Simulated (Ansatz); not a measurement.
GaAs (zinc blende): values from a third-order Birch-Murnaghan fit to a volume scan beside measured ones. Computed values: PBE (plane waves to 420 eV, PAW, scalar-relativistic; Ansatz, a first-principles code). GaAs was relaxed with its symmetry unable to fall. The PAW data are Ansatz's earlier set.

| quantity | reference | kind | PBE | difference |
|---|---|---|---|---|
| Lattice constant a (Å) | 5.64 | measured, corrected to the static lattice | 5.746 | +1.9 % |
| Bulk modulus B₀ (GPa) | 76.7 | measured, corrected to the static lattice | 60.4 | -21.2 % |

PBE overestimates the lattice constant a by 1.9 %. PBE underestimates the bulk modulus B₀ by 21.2 %.

References as given in: Daniel Mejia-Rodriguez, S. B. Trickey, Physical Review B (2018), arXiv:1807.09216.

(A scan under strain: stresses follow from slopes of the energy per volume, elastic moduli from its curvatures.)
